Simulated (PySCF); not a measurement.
Working out the ionisation energy of O

O [He] 2s2 2p4 (3P) → O⁺ [He] 2s2 2p3 (4S). All numbers are calculated (PySCF 2.14, scalar relativity by spin-free X2C-1e, in x2c-TZVPPall (5s3p2d1f, 31 functions)). Frozen: nothing. Energies in hartree (1 hartree = 27.21139 eV):

```csv
part,O (lower),O⁺ (upper)
UHF,-74.867874,-74.426619
CCSD correlation,-0.176821,-0.129563
(T),-0.002933,-0.001619
```

Question: What does Hartree-Fock give?

Answer: (-74.426619) − (-74.867874) = 0.441255 hartree = 12.007 eV.

Question: What do CCSD and CCSD(T) give?

Answer: The CCSD correlation energies differ by 0.047258 hartree = 1.286 eV and the triples by 0.001314 hartree = 0.036 eV, so CCSD gives 13.293 eV and CCSD(T) 13.329 eV.

Measured between the centres of the two terms (NIST): 13.608 eV, so CCSD(T) (valence and next inner shell) is off by -0.279 eV.

What remains against the reference includes basis incompleteness and higher excitations.
